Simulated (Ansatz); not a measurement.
## Reading a saddle point

A first-order saddle point of CH7AlSi, singlet, PBE0-D4/def2-TZVP, with one imaginary mode of 275i cm⁻¹:

```
10
angstrom
Al -0.4030 -0.7084 -0.5134
Si 0.7696 1.3118 -1.2453
H 0.5153 0.6408 0.3263
C -0.8699 -1.5206 1.2186
H -0.1896 2.4088 -0.9318
H 2.1660 1.5938 -0.8008
H 0.8810 1.2912 -2.7446
H -1.4418 -0.8156 1.8287
H 0.0358 -1.7748 1.7768
H -1.4631 -2.4269 1.0855
```

Ansatz 0.2.0; basis: def2-TZVPP and def2-QZVPP; cores frozen in the correlated methods. Extrapolation: Hartree–Fock as exp(−7.88 √X), correlation as X^−2.97.

Task: Which contacts change along the imaginary mode, and what lies on either side? (Judge from chemistry; the calculation decides.)

Result: The calculation gives: The step is CH₇AlSi ([CH3][AlH][SiH3]) → CH₃Al ([CH3][Al]) + SiH₄, with the molecules in contact on both sides. Shortening one way: Si2–H3; lengthening the same way: Al1–Si2, Al1–H3.
```
   pair  one side (Å)  saddle (Å)  other side (Å)
 Si2–H3          3.51        1.73            1.49
Al1–Si2          2.46        2.45            3.36
 Al1–H3          1.59        1.84            2.83
```

Task: Which side is lower, and how far does the saddle lie above each? (To be estimated.)

Result: Computed: The side with Al1–Si2, Al1–H3 short is lower by 103.8 kJ/mol; the saddle lies 189.2 kJ/mol above it and 85.4 kJ/mol above the other (CCSD(T) at an estimated basis limit (MP2 extrapolated from triple and quadruple zeta, plus CCSD(T) − MP2 in triple zeta); electronic energies).

T1 diagnostic: at most 0.015. The restricted Hartree–Fock reference is unstable towards an unrestricted one at one or more of these structures.

Losses and insertions of silylenes and their heavier kin drive the gas-phase chemistry of silicon and germanium vapour deposition.

Labels in which every atom is bracketed show which atoms are joined, not bond orders.

For scale, one of the runs: CCSD(T)/def2-TZVPP, 213 basis functions, launched by `ansatz run in.yaml --threads 2 --pin off --events-out ev --progress --plain --max-ram 4352MiB`. The run took 49 s on 2 CPU threads of an Intel Xeon Platinum 8488C (shared host), with 2.7 GiB of host memory at its peak.
